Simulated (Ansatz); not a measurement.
**CHPSi (triplet): the correlation ladder, cc-pVDZ**

The task here is to estimate one member of a computed series from the others.

The runs use Ansatz 0.2.0, Gaussian basis; cc-pVDZ, core rule «outside noble gas», up to 11 orbitals frozen.

The runs, in order: UHF; CCSD(T) on ROHF; CCSD(T) on UHF; BCCD(T) on ROHF; CISD as a restricted active space (open shells left free, so some higher excitations enter); CCSDT(Q) on ROHF; CCSDT(Q) on UHF; CASSCF and NEVPT2, 10 electrons in 10 orbitals.

19 further runs of the same task are left out: 10 that didn't finish, 9 set aside as unsound or not needed. Runs told in other sessions of the task aren't counted.

### The geometry

The geometry is a PBE0/def2-TZVP stationary point (not a proven minimum) of the parent state, kept for this charge and spin.

4 atoms, charge 0, spin multiplicity 3.

Atoms are counted from 1 here; the program's logs count them from 0.

Bond lengths: C1–Si2 1.772 Å, Si2–P3 2.085 Å, P3–H4 1.428 Å. Angles: C1–Si2–P3 167.5°, Si2–P3–H4 89.6°.

The first run:

in.yaml reads:

```yaml
crystal:
  periodic: [false, false, false]
  atoms:
    - {symbol: C, position_ang: [0.000000, -0.088217, 2.389201]}
    - {symbol: Si, position_ang: [0.000000, 0.111019, 0.628617]}
    - {symbol: P, position_ang: [0.000000, -0.109138, -1.444848]}
    - {symbol: H, position_ang: [0.000000, 1.311548, -1.586020]}
basis:
  gaussian: {orbitals: cc-pVDZ}
magnetization: {spin_polarized: true, initial_magnetization: 2}
hamiltonian: {xc: hf}
output: {orbitals: {seedname: orbitals}}
```

Command:

```bash
$ ansatz run in.yaml --threads 1 --pin off --events-out ev --progress --plain --max-ram 2393MiB
```

Steps of the session up to this table: UHF; CCSD(T) on ROHF; CCSD(T) on UHF; BCCD(T) on ROHF; CISD as a restricted active space (open shells left free, so some higher excitations enter); CCSDT(Q) on ROHF; CCSDT(Q) on UHF; CASSCF and NEVPT2, 10 electrons in 10 orbitals.

One of the session's tables, all rows but one given; the rest of the session is left out.

```
         method  from RCCSDT(Q) (kcal/mol)
           ROHF                    +222.92
           RMP2                     +42.11
           UMP2                     +44.58
           CISD                     +41.37
          RCCSD                          ?
          UCCSD                     +14.33
       RCCSD(T)                      +3.07
       UCCSD(T)                      +3.07
        BCCD(T)                      +3.04
         RCCSDT                      +1.31
         UCCSDT                      +1.21
      RCCSDT(Q)                          0
      UCCSDT(Q)                      -0.23
CASSCF frontier                    +156.66
NEVPT2 frontier                     +34.02
```

Q: Estimate the row for RCCSD from the others.

The run gave: from RCCSDT(Q) (kcal/mol): +14.84. In the column «from RCCSDT(Q) (kcal/mol)» it lies between UCCSD (+14.33) and NEVPT2 frontier (+34.02).

Left out of the table: UHF (another determinant or state than the rows shown).

Caveats from the session: The determinant of HF (⟨S²⟩ 2.98) is far from a pure spin state, so its energy mixes those of several spin states; that is harmless only where they are near-degenerate. Warnings: spin contamination; coupled cluster took another determinant than the lowest; large T1 diagnostic. Restricted and unrestricted rows rest on different reference determinants; a gap between their highest levels can come from leftover correlation error, from unlike frozen cores or from another state.
